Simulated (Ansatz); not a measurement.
# CS+ (quartet): from Hartree-Fock to the top rungs at distance C1–S2 = 2.693 Å, 6-31G

Aim: climb from Hartree-Fock through coupled cluster and multireference methods for CS+ (quartet) at one geometry and basis, and see what each rung misses.

The runs use Ansatz 0.2.0, Gaussian basis; 6-31G, core rule «outside noble gas», up to 6 orbitals frozen.

To be run: UHF; CCSD(T) on ROHF; CCSD(T) on UHF; BCCD(T) on ROHF; CISD as a restricted active space (open shells left free, so some higher excitations enter); CCSDT(Q) on ROHF; CCSDT(Q) on UHF; CISDTQ; CCSDTQ on ROHF; CCSDTQ on UHF; CASSCF and MRCISD+Q, 5 electrons in 5 orbitals; CASSCF and NEVPT2, 5 electrons in 5 orbitals; CASSCF and MRCISD+Q, 9 electrons in 8 orbitals; CASSCF and NEVPT2, 9 electrons in 8 orbitals; Full CI.

15 further runs of the same task are left out: 10 that didn't finish, 5 set aside as unsound or not needed. Runs told in other sessions of the task aren't counted.

## Step 1: What is computed

The geometry derives from a PBE0/def2-TZVP stationary point (not a proven minimum). One bond is set to the value named and the two fragments are kept rigid.

2 atoms, charge 1, spin multiplicity 4.

Atoms are counted from 1 here; the program's logs count them from 0.

No contacts short enough for the rule that draws bonds.

## Step 2: UHF

Input file in.yaml:

```yaml
crystal:
  periodic: [false, false, false]
  atoms:
    - {symbol: C, position_ang: [0.000000, 0.000000, 0.000000]}
    - {symbol: S, position_ang: [0.000000, 0.000000, 2.693000]}
basis:
  gaussian: {orbitals: 6-31G}
total_charge: 1
magnetization: {spin_polarized: true, initial_magnetization: 3}
hamiltonian: {xc: hf}
output: {orbitals: {seedname: orbitals}}
```

Started as:

```
> ansatz run in.yaml --threads 1 --pin off --events-out ev --progress --plain --max-ram 2393MiB
```

The runs that follow: CCSD(T) on ROHF; CCSD(T) on UHF; BCCD(T) on ROHF; CISD as a restricted active space (open shells left free, so some higher excitations enter); CCSDT(Q) on ROHF; CCSDT(Q) on UHF; CISDTQ; CCSDTQ on ROHF; CCSDTQ on UHF; CASSCF and MRCISD+Q, 5 electrons in 5 orbitals; CASSCF and NEVPT2, 5 electrons in 5 orbitals; CASSCF and MRCISD+Q, 9 electrons in 8 orbitals; CASSCF and NEVPT2, 9 electrons in 8 orbitals; Full CI.

**Question.** What will the summary of the whole plan be? Wanted: FCI from the RHF energy; RMP2 from FCI; UMP2 from FCI; RCCSD from FCI; RCCSD(T) from FCI; UCCSD(T) from FCI; RCCSDT(Q) from FCI; UCCSDT(Q) from FCI; NEVPT2 pair from FCI.

As calculated:

| quantity | value |
| --- | --- |
| FCI from the ROHF energy | -2.8175 eV |
| RMP2 from FCI | +112.1 kJ/mol |
| UMP2 from FCI | +116.3 kJ/mol |
| RCCSD from FCI | +17.5 kJ/mol |
| RCCSD(T) from FCI | +4.4 kJ/mol |
| UCCSD(T) from FCI | +5.9 kJ/mol |
| RCCSDT(Q) from FCI | 0.0 kJ/mol |
| UCCSDT(Q) from FCI | -0.4 kJ/mol |
| NEVPT2 pair from FCI | +61.5 kJ/mol |
| NEVPT2 valence from FCI | +33.0 kJ/mol |
| MRCISD+Q valence from FCI | +0.9 kJ/mol |
| levels within 1 kcal/mol (43 meV) | RCCSDT, UCCSDT, CISDTQ, RCCSDT(Q), UCCSDT(Q), RCCSDTQ, UCCSDTQ, MRCISD valence, MRCISD+Q valence |
| T1 diagnostic | 0.055 |
| effectively unpaired electrons | 3.39 |

In words: RCCSD(T) misses by +4.4 kJ/mol, 1.6 % of the correlation energy. UCCSDT(Q) falls below full CI: unrestricted runs freeze a spin-polarised core, another one than full CI's, and coupled cluster isn't variational. The occupations show static correlation (3.39 effectively unpaired electrons where one determinant has 3). Of the multireference levels listed MRCISD+Q valence comes nearest in total energy (+0.9 kJ/mol), which doesn't show that its space is the better one. These misses are within one basis, not against nature; the frozen cores of restricted and unrestricted runs differ, which can shift their rows.

Levels on UHF freeze UHF's core orbitals, full CI those of ROHF, so the U rows can settle a little off it for that reason alone.

With open shells the CI space here admits some higher excitations, so it is larger than plain CISD.
